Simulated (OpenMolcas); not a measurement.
**A workflow on singlet [PH2]+**

We compute the energy (UHF/pcseg-0), then the energy (CASSCF(2,2)/pcseg-0), then a single-point energy (CASPT2(2,2)/pcseg-0), then a single-point energy (SC-NEVPT2(2,2)/pcseg-0), then a single-point energy (MRCI(2,2)/pcseg-0) of singlet [PH2]+. 

The calculation is run with OpenMolcas 26.06.

## (1) The structure to begin with

[PH2]+: 3 atoms, total charge +1, spin state singlet. SMILES of the parent species: `[PH2]`. Geometry: relaxed at GFN2-xTB. That shape belongs to the parent species and isn't relaxed for this state.

Bond lengths: P1–H2 1.392 Å, P1–H3 1.392 Å. Angles: H2–P1–H3 91.4°.

## (2) A single-point energy at UHF/pcseg-0 (run 1)

step1.inp reads:

```
&GATEWAY
BASLIB = $CurrDir
COORD
3
angstrom
P        0.514470      -0.302750       0.252680
H        0.111510       1.027360       0.172420
H       -0.625980      -0.724620      -0.425100
BASIS = pcseg-0
GROUP = NoSym
&SEWARD
&SCF
UHF
CHARGE = 1
SCRAMBLE = 0.25
PRORBITALS = 1 1
```

The basis set pcseg-0 is read from a file made from the Basis Set Exchange's data (not shown).

The run is started by

```
$ export MOLCAS_MEM=1860
$ pymolcas step1.inp > step1.log
```

Log, shortened:

```text
--- Start Module: gateway ---
[...]
--- Stop Module: gateway /rc=_RC_ALL_IS_WELL_ ---
--- Start Module: seward ---
[...]
      Basis functions           17
--- Stop Module: seward /rc=_RC_ALL_IS_WELL_ ---
--- Start Module: scf ---
[...]
       Convergence after  22 Iterations
[...]
::    Total SCF energy                               -341.0548572099
[...]
      Total spin, S                                     0.3000125956
[...]
      Total electronic charge=   16.000000
      Total            charge=    1.000000
[...]
      Dipole Moment (debye):
      Origin of the operator (angstrom)=    0.4673   -0.2750    0.2295
                   X= -1.3756E+00               Y=  8.0951E-01               Z= -6.7564E-01           Total=  1.7333E+00
      Center of Charge (angstrom)
[...]
--- Stop Module: scf /rc=_RC_ALL_IS_WELL_ ---
[...]
```

Wall time 1.9 s (1 thread of Arm Neoverse V1, shared host); peak memory 0.37 GiB.

## (3) A single-point energy at CASSCF(2,2)/pcseg-0 (run 2)

step2.input reads:

```
&GATEWAY
  BasLib = $CurrDir
  Coord
  3
  angstrom
  P        0.514470      -0.302750       0.252680
  H        0.111510       1.027360       0.172420
  H       -0.625980      -0.724620      -0.425100
  Basis = pcseg-0
  Group = NoSym

&SEWARD

&RASSCF
  FileOrb = $CurrDir/step1.UnaOrb
  Spin = 1
  Nactel = 2 0 0
  Inactive = 7
  Ras2 = 2
  OrbListing = Nothing
```

The basis set pcseg-0 is read from a file made from the Basis Set Exchange's data (not shown).

The run is started by

```
$ export MOLCAS_MEM=1860
$ pymolcas step2.input > step2.log
```

Log, shortened:

```text
--- Start Module: gateway ---
[...]
--- Stop Module: gateway /rc=_RC_ALL_IS_WELL_ ---
--- Start Module: seward ---
[...]
      Basis functions           17
--- Stop Module: seward /rc=_RC_ALL_IS_WELL_ ---
--- Start Module: rasscf ---
[...]
      Number of active orbitals                  2
[...]
      Spin quantum number                      0.0
[...]
      Active orbitals                            2
[...]
      Number of CSFs                             3
[...]
      Number of root(s) required                 1
[...]
      Convergence after 11 iterations
[...]
      printout of CI-coefficients larger than  0.05 for root  1
      energy=    -341.063652
      conf/sym  11     Coeff  Weight
             1  20   0.99045 0.98099
             3  02  -0.13786 0.01901
      Natural orbitals and occupation numbers for root  1
      sym 1:   1.961989   0.038011
      ************************************************************************************************************************
      *                                                    Final results                                                     *
[...]
::    RASSCF root number  1 Total energy:   -341.06365173
[...]
      Total electronic charge=   16.000000
      Total            charge=    1.000000
[...]
      Dipole Moment (debye):
      Origin of the operator (angstrom)=    0.4673   -0.2750    0.2295
                   X= -1.5431E+00               Y=  9.0806E-01               Z= -7.5790E-01           Total=  1.9443E+00
      Center of Charge (angstrom)
[...]
--- Stop Module: rasscf /rc=_RC_ALL_IS_WELL_ ---
[...]
```

Wall time 1.7 s (1 thread of Arm Neoverse V1, shared host); peak memory 0.37 GiB.

## (4) The energy at CASPT2(2,2)/pcseg-0 (run 3)

step3.input reads:

```
* H2P CASPT2
>>> EXPORT MOLCAS_PRINT=2
&GATEWAY
BASLIB = $CurrDir
COORD
3
angstrom
P        0.514470      -0.302750       0.252680
H        0.111510       1.027360       0.172420
H       -0.625980      -0.724620      -0.425100
BASIS = pcseg-0
GROUP = NoSym
&SEWARD
&RASSCF
FILEORB = $CurrDir/step2.RasOrb
SPIN = 1
NACTEL = 2 0 0
INACTIVE = 7
RAS2 = 2
ORBLISTING = Nothing
&CASPT2
IMAGINARY = 0.1
FROZEN = 5
```

The basis set pcseg-0 is read from a file made from the Basis Set Exchange's data (not shown).

The run is started by

```
$ export MOLCAS_MEM=1860
$ pymolcas step3.input > step3.log
```

Log, shortened:

```text
--- Start Module: gateway ---
[...]
--- Stop Module: gateway /rc=_RC_ALL_IS_WELL_ ---
[...]
      Basis functions           17
[...]
--- Start Module: rasscf ---
[...]
      Number of active orbitals                  2
[...]
      Spin quantum number                      0.0
[...]
      Active orbitals                            2
[...]
      Number of CSFs                             3
[...]
      Number of root(s) required                 1
[...]
      Convergence after  4 iterations
[...]
      printout of CI-coefficients larger than  0.05 for root  1
      energy=    -341.063652
      conf/sym  11     Coeff  Weight
             1  20   0.99045 0.98099
             3  02  -0.13786 0.01901
      Natural orbitals and occupation numbers for root  1
      sym 1:   1.961989   0.038011
      ************************************************************************************************************************
      *                                                    Final results                                                     *
[...]
::    RASSCF root number  1 Total energy:   -341.06365173
[...]
      Total electronic charge=   16.000000
      Total            charge=    1.000000
[...]
      Dipole Moment (debye):
      Origin of the operator (angstrom)=    0.4673   -0.2750    0.2295
                   X= -1.5431E+00               Y=  9.0807E-01               Z= -7.5790E-01           Total=  1.9443E+00
      Center of Charge (angstrom)
[...]
--- Stop Module: rasscf /rc=_RC_ALL_IS_WELL_ ---
--- Start Module: caspt2 ---
[...]
 ###    WARNING: User changed nr of frozen orbitals.                         ###
 ###############################################################################
[...]
      E2 (Variational):          -0.0417174757
      Total energy:            -341.1053692043
[...]
      Reference weight:           0.98103
[...]
::    CASPT2 Root  1     Total energy:   -341.10536920
[...]
--- Stop Module: caspt2 /rc=_RC_ALL_IS_WELL_ ---
[...]
```

Run time: 1.7 s. Hardware: 1 thread of Arm Neoverse V1, shared host; peak memory 0.37 GiB.

## (5) A single-point energy at SC-NEVPT2(2,2)/pcseg-0 (run 4)

step4.inp reads:

```
&GATEWAY
  BasLib
  $CurrDir
  Coord
  3
  angstrom
  P        0.514470      -0.302750       0.252680
  H        0.111510       1.027360       0.172420
  H       -0.625980      -0.724620      -0.425100
  Basis
  pcseg-0
  Group
  NoSym

&SEWARD

&RASSCF
  FileOrb
  $CurrDir/step2.RasOrb
  Spin
  1
  Nactel
  2 0 0
  Inactive
  7
  Ras2
  2
  OrbListing
  Nothing

&CASPT2
  SC-NEVPT2
  Frozen
  5
```

The basis set pcseg-0 is read from a file made from the Basis Set Exchange's data (not shown).

The run is started by

```
$ export MOLCAS_MEM=1860
$ pymolcas step4.inp > step4.log
```

Log, shortened:

```text
--- Start Module: gateway ---
[...]
--- Stop Module: gateway /rc=_RC_ALL_IS_WELL_ ---
[...]
      Basis functions           17
[...]
--- Start Module: rasscf ---
[...]
      Number of active orbitals                  2
[...]
      Spin quantum number                      0.0
[...]
      Active orbitals                            2
[...]
      Number of CSFs                             3
[...]
      Number of root(s) required                 1
[...]
      Convergence after  4 iterations
[...]
      printout of CI-coefficients larger than  0.05 for root  1
      energy=    -341.063652
      conf/sym  11     Coeff  Weight
             1  20   0.99045 0.98099
             3  02  -0.13786 0.01901
      Natural orbitals and occupation numbers for root  1
      sym 1:   1.961989   0.038011
      ************************************************************************************************************************
      *                                                    Final results                                                     *
[...]
::    RASSCF root number  1 Total energy:   -341.06365173
[...]
      Total electronic charge=   16.000000
      Total            charge=    1.000000
[...]
      Dipole Moment (debye):
      Origin of the operator (angstrom)=    0.4673   -0.2750    0.2295
                   X= -1.5431E+00               Y=  9.0807E-01               Z= -7.5790E-01           Total=  1.9443E+00
      Center of Charge (angstrom)
[...]
--- Stop Module: rasscf /rc=_RC_ALL_IS_WELL_ ---
--- Start Module: caspt2 ---
[...]
 ###    WARNING: User changed nr of frozen orbitals.                         ###
 ###############################################################################
[...]
      E2 (Variational):          -0.0400077705
[...]
      E2 (Variational):          -0.0400076925
      Total energy:            -341.1036594211
[...]
      Reference weight:           0.98287
[...]
::    SC-NEVPT2 Root  1     Total energy:   -341.10365942
[...]
--- Stop Module: caspt2 /rc=_RC_ALL_IS_WELL_ ---
[...]
```

Run time: 1.6 s. Hardware: 1 thread of Arm Neoverse V1, shared host; peak memory 0.37 GiB.

## (6) The energy at MRCI(2,2)/pcseg-0 (run 5)

step5.inp reads:

```
&GATEWAY
 BasLib = $CurrDir
 Coord
 3
 angstrom
 P        0.514470      -0.302750       0.252680
 H        0.111510       1.027360       0.172420
 H       -0.625980      -0.724620      -0.425100
 Basis = pcseg-0
 Group = NoSym

&SEWARD

&RASSCF
 FileOrb = $CurrDir/step2.RasOrb
 Spin = 1
 Nactel = 2 0 0
 Inactive = 7
 Ras2 = 2
 OrbListing = Nothing

&MOTRA
 LumOrb
 Frozen = 5

&GUGA
 Electrons = 6
 Spin = 1
 Inactive = 2
 Active = 2
 CIAll = 1

&MRCI
 SDCI
```

The basis set pcseg-0 is read from a file made from the Basis Set Exchange's data (not shown).

The run is started by

```
$ export MOLCAS_MEM=1860
$ pymolcas step5.inp > step5.log
```

Log, shortened:

```text
--- Start Module: gateway ---
[...]
--- Stop Module: gateway /rc=_RC_ALL_IS_WELL_ ---
[...]
      Basis functions           17
[...]
      Number of active orbitals                  2
[...]
      Spin quantum number                      0.0
[...]
      Active orbitals                            2
[...]
      Number of CSFs                             3
[...]
      Number of root(s) required                 1
[...]
      Convergence after  4 iterations
[...]
      printout of CI-coefficients larger than  0.05 for root  1
      energy=    -341.063652
      conf/sym  11     Coeff  Weight
             1  20   0.99045 0.98099
             3  02  -0.13786 0.01901
      Natural orbitals and occupation numbers for root  1
      sym 1:   1.961989   0.038011
      ************************************************************************************************************************
      *                                                    Final results                                                     *
[...]
::    RASSCF root number  1 Total energy:   -341.06365173
[...]
      Dipole Moment (debye):
      Origin of the operator (angstrom)=    0.4673   -0.2750    0.2295
                   X= -1.5431E+00               Y=  9.0807E-01               Z= -7.5790E-01           Total=  1.9443E+00
      Center of Charge (angstrom)
[...]
      *** WARNING: Default frozen orbitals is overwritten by user input.
      *** Default values:   5
[...]
--- Start Module: guga ---
[...]
--- Stop Module: guga /rc=_RC_ALL_IS_WELL_ ---
--- Start Module: mrci ---
[...]
       (But an ACPF correction will be computed)
       USE THE DEFAULT ACPF G-VALUE GFAC=  0.33333333333333331
[...]
                      CI ENERGY:  -341.11944860
[...]
                ACPF CORRECTION:    -0.00140036
[...]
      Total electronic charge=   16.000000
      Total            charge=    1.000000
[...]
     ACPF CORRECTION:     -0.00140036
[...]
  CI State   1     Total energy:   -341.11944860     QDav:     -0.00212724     QACPF:     -0.00140036
[...]
--- Stop Module: mrci /rc=_RC_ALL_IS_WELL_ ---
[...]
```

It took 1.7 s on 1 thread of Arm Neoverse V1, shared host; peak memory 0.37 GiB.

## (7) Results

| quantity | value |
| --- | --- |
| run 1, UHF/pcseg-0: total energy | -341.05486 Eh |
| run 1, UHF/pcseg-0: HOMO energy | -20.20 eV |
| run 1, UHF/pcseg-0: LUMO energy | -8.54 eV |
| run 1, UHF/pcseg-0: HOMO–LUMO gap | 11.66 eV |
| run 1, UHF/pcseg-0: ⟨S²⟩ | 0.390 |
| run 2, CASSCF(2,2)/pcseg-0: total energy | -341.06365 Eh |
| run 3, CASPT2(2,2)/pcseg-0: total energy | -341.10537 Eh |
| run 4, SC-NEVPT2(2,2)/pcseg-0: total energy | -341.10366 Eh |
| run 5, MRCI(2,2)/pcseg-0: total energy | -341.11945 Eh |

⟨S²⟩ (run 1, UHF/pcseg-0) is 0.39 where a pure singlet has 0.00: the reference is spin-contaminated. Mulliken charges (run 2, CASSCF(2,2)/pcseg-0) run from +0.14 on H2 to +0.71 on P1. Mulliken charges (run 5, MRCI(2,2)/pcseg-0) of the CASSCF density run from +0.14 on H2 to +0.71 on P1.
